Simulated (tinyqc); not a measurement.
Worked calculation: geometry optimisation on the UHF/sto-3g surface (energies and gradients from PySCF), for BH2, spin multiplicity 2. Computed by tinyqc, a small Python program that keeps every step (integrals from PySCF). Settings: charge = 0, multiplicity = 2, basis = sto-3g, optimiser = bfgs, first Hessian = 0.6, largest step = 0.1, iteration cap = 30. Command: `OMP_NUM_THREADS=1 python tinyqc.py 24662 24663 out.jsonl` (the two numbers bound the seeds that draw the settings). One thread of a shared host (Intel(R) Xeon(R) Processor @ 2.60GHz), about 0.6 s of CPU time with the checks.

## Step 1: energy and gradient

positions at the start (bohr), order 1B, 2H, 3H:
$$\begin{pmatrix}
-0.0680 & -0.0548 & -0.0548 \\
0.0302 & 2.0069 & 0.9845 \\
0.0113 & -2.1222 & 0.9713
\end{pmatrix}$$

Self-consistent energy and analytic gradient at these positions.

energy = -25.405558 hartree

gradient (hartree/bohr), order 1B, 2H, 3H:
$$\begin{pmatrix}
-0.002185 & -0.000314 & -0.025390 \\
0.001263 & 0.035538 & 0.012904 \\
0.000922 & -0.035224 & 0.012486
\end{pmatrix}$$

## Step 1: move

Quasi-Newton step p = -H^(-1) g (first H = 0.6 times the unit matrix); steps longer than 0.1 bohr are cut back.

positions after step 1 (bohr), order 1B, 2H, 3H:
$$\begin{pmatrix}
-0.0644 & -0.0543 & -0.0125 \\
0.0281 & 1.9477 & 0.9630 \\
0.0098 & -2.0635 & 0.9505
\end{pmatrix}$$

## Step 2: energy and gradient

As before.

energy = -25.409391 hartree

gradient (hartree/bohr), order 1B, 2H, 3H:
$$\begin{pmatrix}
-0.000142 & 0.000123 & -0.001657 \\
0.000133 & 0.013944 & 0.000844 \\
0.000009 & -0.014067 & 0.000813
\end{pmatrix}$$

## Step 2: move

inverse Hessian in use (bohr^2/hartree):
```
         1        2        3        4        5        6        7        8
1   1.6662  -0.0003  -0.0054   0.0002  -0.0099   0.0027   0.0003   0.0102
2  -0.0003   1.6666  -0.0033   0.0002   0.0021   0.0017   0.0001  -0.0020
3  -0.0054  -0.0033   1.6041   0.0022  -0.1155   0.0318   0.0032   0.1187
4   0.0002   0.0002   0.0022   1.6666   0.0070  -0.0011  -0.0001  -0.0071
5  -0.0099   0.0021  -0.1155   0.0070   2.1124   0.0587   0.0030  -0.4478
6   0.0027   0.0017   0.0318  -0.0011   0.0587   1.6505  -0.0016  -0.0604
7   0.0003   0.0001   0.0032  -0.0001   0.0030  -0.0016   1.6665  -0.0031
8   0.0102  -0.0020   0.1187  -0.0071  -0.4478  -0.0604  -0.0031   2.1165
9   0.0027   0.0016   0.0308  -0.0011   0.0567  -0.0156  -0.0016  -0.0583

         9
1   0.0027
2   0.0016
3   0.0308
4  -0.0011
5   0.0567
6  -0.0156
7  -0.0016
8  -0.0583
9   1.6515
```

Quasi-Newton step p = -H^(-1) g (the inverse Hessian comes from BFGS updates; coordinates in the order x, y, z of each atom); steps longer than 0.1 bohr are cut back.

positions after step 2 (bohr), order 1B, 2H, 3H:
$$\begin{pmatrix}
-0.0639 & -0.0545 & -0.0066 \\
0.0277 & 1.9116 & 0.9600 \\
0.0097 & -2.0271 & 0.9476
\end{pmatrix}$$

## Step 3: energy and gradient

As before.

energy = -25.409957 hartree

gradient (hartree/bohr), order 1B, 2H, 3H:
$$\begin{pmatrix}
0.000694 & -0.000143 & 0.008076 \\
-0.000334 & 0.002309 & -0.004003 \\
-0.000360 & -0.002165 & -0.004074
\end{pmatrix}$$

## Step 3: move

inverse Hessian in use (bohr^2/hartree):
```
         1        2        3        4        5        6        7        8
1   1.6651   0.0002  -0.0182   0.0009   0.0263   0.0092   0.0007  -0.0264
2   0.0002   1.6664   0.0018  -0.0001  -0.0062  -0.0009  -0.0001   0.0064
3  -0.0182   0.0018   1.4545   0.0105   0.3056   0.1068   0.0077  -0.3074
4   0.0009  -0.0001   0.0105   1.6662  -0.0089  -0.0053  -0.0004   0.0090
5   0.0263  -0.0062   0.3056  -0.0089   2.5683  -0.1487  -0.0173  -0.8955
6   0.0092  -0.0009   0.1068  -0.0053  -0.1487   1.6129  -0.0039   0.1496
7   0.0007  -0.0001   0.0077  -0.0004  -0.0173  -0.0039   1.6664   0.0174
8  -0.0264   0.0064  -0.3074   0.0090  -0.8955   0.1496   0.0174   2.5558
9   0.0091  -0.0009   0.1054  -0.0052  -0.1569  -0.0531  -0.0038   0.1578

         9
1   0.0091
2  -0.0009
3   0.1054
4  -0.0052
5  -0.1569
6  -0.0531
7  -0.0038
8   0.1578
9   1.6143
```

As before.

positions after step 3 (bohr), order 1B, 2H, 3H:
$$\begin{pmatrix}
-0.0649 & -0.0543 & -0.0188 \\
0.0282 & 1.9000 & 0.9661 \\
0.0103 & -2.0158 & 0.9538
\end{pmatrix}$$

## Convergence

Stop when the largest gradient component is below 3e-5 hartree/bohr. The inverse Hessian follows the BFGS update with s = step, y = change of gradient.

Course of the optimisation:
```
step  E (hartree)  largest gradient (hartree/bohr)
1      -25.405558                         3.55e-02
2      -25.409391                         1.41e-02
3      -25.409957                         8.08e-03
4      -25.410130                         6.84e-03
5      -25.410348                         3.79e-04
6      -25.410349                         1.74e-04
7      -25.410349                         5.01e-05
8      -25.410349                         1.83e-06
```

Final distances (angstrom):
```
pair   distance
2H-1B    1.1614
3H-1B    1.1614
3H-2H    2.0459
```

Converged in 8 steps.
